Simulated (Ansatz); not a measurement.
Born–Oppenheimer molecular dynamics of H$_{7}$PSi$_{2}$ (10 atoms, charge 0, multiplicity 1). It starts from a relaxed structure.

Method: RKS PBE/STO-3G in Ansatz 0.2.0.

- ensemble: NVE (velocity Verlet)
- time step: 1 fs
- steps asked: 100
- starting velocities drawn for: 500 K
- seed: 6812

Frames 5 fs apart, positions in Å, forces in eV/Å.

Velocities at 10.0 fs (Å/ps):

```
Si -0.92 0.59 -1.85
Si -1.18 -0.04 1.41
P 1.74 -0.75 -0.63
H 15.60 -5.79 2.45
H 8.79 -2.53 12.23
H -3.82 -8.35 3.89
H -5.17 6.47 0.42
H -4.34 -8.09 -11.47
H 10.49 19.02 3.31
H -16.46 7.04 20.53
```

```xyz
10
Properties=species:S:1:pos:R:3:forces:R:3 time_fs=10.0 energy_less_start_eV=0.399 T=125
Si -1.187 0.655 -0.658 -1.73 0.92 -2.50
Si 0.217 -0.970 -0.088 1.65 0.63 0.93
P 1.974 -0.401 1.244 -0.05 -0.46 -1.43
H -2.282 0.245 -1.667 1.33 0.09 1.17
H -0.598 1.834 -1.354 0.09 -0.71 0.52
H -1.958 1.218 0.418 -0.02 0.02 0.60
H 1.032 -1.419 -1.177 -0.26 -0.40 -0.89
H -0.515 -2.059 0.476 -0.30 -0.63 0.20
H 1.168 0.212 2.190 -0.45 0.93 0.59
H 2.202 0.783 0.429 -0.25 -0.39 0.81
10
Properties=species:S:1:pos:R:3:forces:R:3 time_fs=15.0 energy_less_start_eV=0.246 T=272
Si -1.197 0.661 -0.673 0.42 0.52 1.96
Si 0.217 -0.969 -0.077 0.93 -0.56 0.19
P 1.981 -0.406 1.239 -1.34 0.14 1.06
H -2.126 0.206 -1.591 -1.38 -0.72 -1.42
H -0.533 1.779 -1.259 0.43 0.56 -0.29
H -1.966 1.170 0.478 0.30 -0.17 -0.31
H 0.972 -1.426 -1.261 -0.53 0.02 0.15
H -0.547 -2.137 0.430 0.42 0.50 -0.12
H 1.205 0.350 2.229 0.39 -0.87 -0.52
H 2.114 0.809 0.570 0.37 0.58 -0.69
10
Properties=species:S:1:pos:R:3:forces:R:3 time_fs=20.0 energy_less_start_eV=0.272 T=243
Si -1.207 0.671 -0.679 0.14 -0.78 -0.61
Si 0.226 -0.971 -0.065 0.32 0.27 -0.64
P 1.979 -0.409 1.238 0.15 0.94 -0.73
H -2.145 0.068 -1.701 0.66 0.83 0.75
H -0.403 1.796 -1.200 -0.55 -0.29 0.01
H -1.929 1.098 0.497 -0.34 0.27 0.03
H 0.807 -1.438 -1.333 0.07 0.11 0.32
H -0.509 -2.139 0.377 -0.04 -0.09 0.41
H 1.286 0.337 2.203 -0.73 -0.33 0.68
H 2.099 0.894 0.603 0.33 -0.93 -0.23
10
Properties=species:S:1:pos:R:3:forces:R:3 time_fs=25.0 energy_less_start_eV=0.221 T=289
Si -1.214 0.675 -0.686 0.59 -0.96 0.66
Si 0.236 -0.970 -0.057 -0.64 0.52 -0.28
P 1.977 -0.406 1.234 0.08 -0.39 0.21
H -2.085 0.076 -1.713 0.11 0.57 0.21
H -0.377 1.776 -1.155 -0.43 0.05 -0.18
H -1.954 1.080 0.503 -0.23 0.24 -0.31
H 0.662 -1.432 -1.352 0.72 -0.16 -0.29
H -0.470 -2.148 0.411 -0.08 0.01 0.45
H 1.237 0.229 2.283 -0.12 -0.15 -0.36
H 2.155 0.826 0.570 0.02 0.26 -0.13
10
Properties=species:S:1:pos:R:3:forces:R:3 time_fs=30.0 energy_less_start_eV=0.232 T=281
Si -1.216 0.672 -0.686 0.77 -0.39 1.94
Si 0.242 -0.967 -0.052 -0.64 -0.48 -0.85
P 1.976 -0.406 1.230 0.05 -0.84 0.20
H -2.035 0.191 -1.724 -0.85 -0.32 -0.97
H -0.438 1.780 -1.153 0.16 0.54 -0.27
H -2.033 1.116 0.446 0.02 0.03 -0.32
H 0.664 -1.450 -1.393 0.27 0.07 0.73
H -0.444 -2.144 0.540 0.23 0.62 -0.13
H 1.147 0.103 2.302 0.34 0.38 -0.76
H 2.217 0.796 0.514 -0.35 0.39 0.43
10
Properties=species:S:1:pos:R:3:forces:R:3 time_fs=35.0 energy_less_start_eV=0.257 T=260
Si -1.212 0.666 -0.675 -0.67 0.39 -2.10
Si 0.243 -0.965 -0.054 0.15 0.75 -0.16
P 1.977 -0.412 1.227 0.70 -0.28 -1.10
H -2.115 0.263 -1.869 1.13 0.24 1.50
H -0.489 1.866 -1.195 -0.26 -0.73 0.42
H -2.121 1.166 0.331 -0.08 -0.03 0.38
H 0.740 -1.466 -1.310 0.18 -0.36 -0.26
H -0.387 -2.037 0.659 -0.45 -0.48 0.10
H 1.101 0.070 2.191 -0.37 0.83 0.62
H 2.203 0.847 0.551 -0.34 -0.33 0.61
10
Properties=species:S:1:pos:R:3:forces:R:3 time_fs=40.0 energy_less_start_eV=0.341 T=179
Si -1.213 0.662 -0.675 -0.09 0.76 1.29
Si 0.245 -0.959 -0.057 0.13 -0.29 0.22
P 1.980 -0.420 1.219 -1.16 0.49 1.27
H -2.011 0.355 -1.773 -0.96 -0.95 -1.44
H -0.566 1.839 -1.164 0.71 0.51 -0.01
H -2.204 1.196 0.280 0.55 -0.48 0.12
H 0.847 -1.553 -1.253 -0.41 -0.11 0.05
H -0.407 -1.992 0.775 0.01 0.18 -0.61
H 1.028 0.183 2.160 0.90 -0.68 -0.27
H 2.123 0.867 0.698 0.32 0.57 -0.62
10
Properties=species:S:1:pos:R:3:forces:R:3 time_fs=45.0 energy_less_start_eV=0.272 T=242
Si -1.216 0.665 -0.672 -0.16 0.27 -1.74
Si 0.248 -0.955 -0.059 0.24 -0.27 -0.08
P 1.977 -0.424 1.217 0.30 1.53 -0.31
H -2.027 0.279 -1.869 0.53 0.00 0.72
H -0.515 1.876 -1.117 0.03 -0.28 0.18
H -2.189 1.133 0.279 -0.12 -0.13 0.61
H 0.866 -1.664 -1.195 -0.57 0.21 0.11
H -0.441 -1.933 0.773 -0.13 -0.15 -0.23
H 1.105 0.181 2.121 -0.46 -0.21 1.08
H 2.105 0.947 0.736 0.33 -0.98 -0.34
10
Properties=species:S:1:pos:R:3:forces:R:3 time_fs=50.0 energy_less_start_eV=0.128 T=380
Si -1.220 0.669 -0.678 0.08 -0.19 -0.75
Si 0.252 -0.952 -0.060 -0.59 0.28 0.54
P 1.974 -0.417 1.215 -0.03 -0.20 0.90
H -1.978 0.182 -1.875 0.38 0.48 0.74
H -0.449 1.874 -1.038 -0.42 -0.26 0.02
H -2.171 1.025 0.387 0.28 -0.14 -0.28
H 0.771 -1.744 -1.137 0.11 -0.08 -0.71
H -0.506 -1.907 0.718 -0.14 -0.23 0.19
H 1.136 0.106 2.266 0.32 -0.16 -0.40
H 2.159 0.868 0.686 0.01 0.49 -0.27
10
Properties=species:S:1:pos:R:3:forces:R:3 time_fs=55.0 energy_less_start_eV=0.350 T=169
Si -1.221 0.673 -0.689 1.41 -0.79 2.11
Si 0.252 -0.949 -0.059 -1.10 -1.00 -0.12
P 1.973 -0.411 1.219 0.76 -0.61 0.07
H -1.890 0.158 -1.789 -1.15 -0.27 -1.58
H -0.456 1.842 -0.960 0.07 0.86 -0.38
H -2.108 0.895 0.451 -0.08 0.16 -0.31
H 0.680 -1.809 -1.194 0.04 0.70 0.36
H -0.587 -1.917 0.692 0.45 0.40 -0.07
H 1.206 0.015 2.354 0.03 0.50 -0.63
H 2.211 0.852 0.589 -0.44 0.05 0.55
10
Properties=species:S:1:pos:R:3:forces:R:3 time_fs=60.0 energy_less_start_eV=0.337 T=182
Si -1.213 0.670 -0.688 0.51 -0.66 -1.52
Si 0.243 -0.952 -0.058 -0.56 0.45 -0.01
P 1.978 -0.410 1.222 1.22 -0.72 -1.00
H -1.977 0.136 -1.919 0.73 0.95 1.44
H -0.486 1.944 -0.954 -0.67 -0.58 0.00
H -2.070 0.801 0.458 -0.55 0.39 0.13
H 0.613 -1.743 -1.208 0.47 0.00 -0.26
H -0.591 -1.866 0.671 -0.18 -0.40 0.48
H 1.266 0.039 2.332 -0.69 0.66 0.27
H 2.173 0.866 0.602 -0.28 -0.08 0.47
10
Properties=species:S:1:pos:R:3:forces:R:3 time_fs=65.0 energy_less_start_eV=0.189 T=322
Si -1.200 0.661 -0.694 -0.15 0.20 1.86
Si 0.228 -0.953 -0.056 -0.28 -0.06 0.28
P 1.990 -0.415 1.220 -0.59 0.29 1.00
H -1.958 0.286 -1.823 -0.65 -0.35 -0.98
H -0.636 1.963 -0.958 0.22 0.23 -0.03
H -2.129 0.791 0.460 0.31 0.17 -0.69
H 0.643 -1.662 -1.258 0.23 -0.12 0.11
H -0.605 -1.876 0.729 0.28 0.03 -0.24
H 1.207 0.177 2.316 0.34 -0.80 -0.81
H 2.076 0.886 0.702 0.28 0.42 -0.50
```

Of the whole run (100 fs, mean temperature of the second half 245 K): The conserved energy stayed within 1.2 meV per atom of its start (net change 0.76 meV per atom), so the integration is sound. The temperature averaged 0.49 of the 500 K drawn at the start: a run that starts near a minimum puts about half its kinetic energy into the potential. A run of 0.1 ps of so small a system gives no equilibrium averages. Limits of this set-up: minimal basis.

Run time: 94 s on 1 thread of Arm Neoverse V2 (shared host), peak memory 0.2 GiB.
